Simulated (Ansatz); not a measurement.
We consider solid bromine, described by BLYP (Ansatz, a program for electronic structure, PAW).

Run with plane-wave cutoff 520 eV, 10×10×4 k mesh (along the axes of the cell as run), Fermi–Dirac smearing 0.01 eV, scalar-relativistic PAW data made under PBE.

Cell (measured lattice):

```yaml
crystal:
  lattice:
    - [3.37150, 2.33425, 0.00000]
    - [-3.37150, 2.33425, 0.00000]
    - [0.00000, 0.00000, 8.70020]
  atoms:
    - { symbol: Br, position: [0.87480, 0.87480, 0.88275] }
    - { symbol: Br, position: [0.62520, 0.62520, 0.38275] }
    - { symbol: Br, position: [0.37480, 0.37480, 0.61725] }
    - { symbol: Br, position: [0.12520, 0.12520, 0.11725] }
```

Question: Estimate the band gap and smallest direct gap on the k points sampled that the calculation returns.

Answer: 
- band gap: 1.60 eV
- smallest direct gap on the k points sampled: 1.61 eV

Note: cell and atoms aren't relaxed at this level (largest force component 0.37 eV/Å, pressure 2.3 GPa).

Spin–orbit coupling is not included.

The computed numbers hold no vibrational or temperature effects.

It cost around 30 core-seconds (rough) of CPU time.
